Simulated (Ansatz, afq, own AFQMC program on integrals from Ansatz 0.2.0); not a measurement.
Two steps: Ansatz 0.2.0 writes the Fock matrix and Cholesky factors of the valence space, and afq projects on them the lowest state that overlaps trial and start.

```yaml
crystal:
  periodic: [false, false, false]
  atoms:
    - {symbol: Si, position_ang: [0.000000, 0.040626, 1.737197]}
    - {symbol: Ge, position_ang: [0.000000, -0.036181, -0.655626]}
    - {symbol: H, position_ang: [0.000000, 1.475453, -1.156210]}
basis:
  gaussian: {orbitals: cc-pVDZ}
magnetization: {spin_polarized: false, initial_magnetization: 1}
correlation: {method: ccsd_t, electrons: outside_noble_gas, hamiltonian_folder: ham}
```

```sh
$ ansatz run in.yaml --threads 1 --pin off --events-out ev --progress --plain --max-ram 24576MiB --backend cuda --devices 0, --max-vram 18GiB
```

Options of the walk:

```
--method free --trial cisd --walkers 4000 --time-step 0.03 --max-blocks 4000 --target-error 0.00036 --factor-cut 1e-05 --seed 5302 --times 0,0.3,0.6,1.2,1.8,2.4,3.6,4.8,6 --taylor-order 8
```

Times are imaginary, in 1/Eh. The walk had a cap of 61 s. Filled inner d shells are frozen with the cores.

Log:

```
orbitals 31  electrons 5 4  factors 236 of 556
reference energy -2364.74977020 Eh
CCSD correlation -0.18054653 Eh in 19 cycles, weight of the determinant in the CISD state 0.8124
repeat  energy at the last time / Eh  error
    10  -2364.940715  0.000212
    20  -2364.940553  0.000186
    30  -2364.940699  0.000169
time / (1/Eh)  energy / Eh  error  mean overlap
  0.00  -2364.930299  0.000031  1.2308
  0.30  -2364.933976  0.000040  1.2323
  0.60  -2364.936123  0.000046  1.2337
  1.20  -2364.938416  0.000066  1.2359
  1.80  -2364.939418  0.000072  1.2393
  2.40  -2364.939934  0.000079  1.2460
  3.60  -2364.940645  0.000121  1.2578
  4.80  -2364.941006  0.000285  1.2763
  6.00  -2364.940699  0.000169  1.2934
energy -2364.940699 +/- 0.000169 Eh
```

The run passed its tests (error under three times the target), which doesn't prove that it has relaxed, ending at its cap on processor time.

Against this walk (error 4.6 meV) on the same determinant: CCSD(T) 61.6 meV higher, CCSDT(Q) 24.6 meV lower, CCSDTQ 24.9 meV lower. The error is statistical, and a free projection of finite length keeps a remainder of its start. The last points scatter (meV from the last: 34.9 ± 1.9 at 1.80, 20.8 ± 2.2 at 2.40, 1 ± 3 at 3.60, -8 ± 8 at 4.80, 0 ± 5 at 6.00); the last is the one printed as the energy, and the gaps above move with that scatter.

Cautions: remainder of the start not in the error; no relativity below Rb; no spin-orbit coupling; inner d shell frozen; a spin-contaminated unrestricted determinant lies lower (UHF 276 meV lower, ⟨S²⟩ 1.55); strong correlation (T1 0.052, weight of the determinant 0.81, largest double 0.09).

The walk took 62 s on 1 × NVIDIA H100 80GB HBM3 with 2 threads of AMD EPYC 7R13 Processor (Zen 3), on a shared host (the card was shared). The log's last line is the free-projection energy.

CCSDT and higher add their correlation energy to the determinant of the CCSD(T) run, since their own runs factorise the integrals more tightly (a shift of under 2 meV). A walk keeps the symmetry of its determinant, which the program's search chose and which needn't be the lowest solution, so a lower state of the same spin and another symmetry isn't excluded.
